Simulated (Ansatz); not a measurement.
Born–Oppenheimer molecular dynamics of AlH5OSi (8 atoms, charge 0, multiplicity 1). It starts at the highest image of a converged band. Of that band: Neighbouring images differ by up to 1.2 eV, so the band resolves the path poorly. A vibrational analysis at the climbing image gives one clearly imaginary mode, 1293i cm⁻¹: a first-order saddle point.

The calculation used RKS PBE-D4/def2-SVP in Ansatz 0.2.0.

```yaml
ensemble: NVE (velocity Verlet)
time_step: 0.5 fs
steps_asked: 200
starting_velocities_drawn_for: 300 K
seed: 10076
```

First frame:

```xyz
8
Properties=species:S:1:pos:R:3
Al 0.609 -0.086 -0.770
O 0.391 -0.128 1.126
Si -0.221 -0.322 2.711
H -1.647 -0.790 2.618
H 0.605 -1.341 3.443
H -0.155 0.990 3.440
H 1.549 0.202 0.677
H -0.787 -0.504 -1.516
```

Task: How far do the bonds stretch over the last three quarters of this one trajectory? (Pairs bonded in most of those frames.)

Result: 
```tsv
bond	mean (Å)	spread (Å)	shortest	longest
Al1–O2	1.728	0.066	1.62	1.84
Al1–H7	1.789	0.242	1.35	2.15
Al1–H8	1.701	0.121	1.49	1.90
O2–Si3	1.671	0.035	1.62	1.74
Si3–H4	1.510	0.021	1.48	1.55
Si3–H5	1.513	0.051	1.44	1.59
Si3–H6	1.509	0.048	1.44	1.58
```

Pairs bonded in part of these frames only: Al1–H7 62 %.

Mean temperature of the second half: 1932 K. The conserved energy stayed within 0.71 meV per atom of its start (net change -0.32 meV per atom), so the integration is sound. The kinetic energy rose, since the run started high on the potential surface and went downhill. A run of 0.1 ps of so small a system gives no equilibrium averages. The orbitals stay closed-shell, which can raise the energy where a bond breaks towards radicals; this wasn't checked here.

Time of the run: 3 min on 1 thread of Intel(R) Xeon(R) 6975P-C (Granite Rapids) (shared host), peak memory 0.14 GiB.
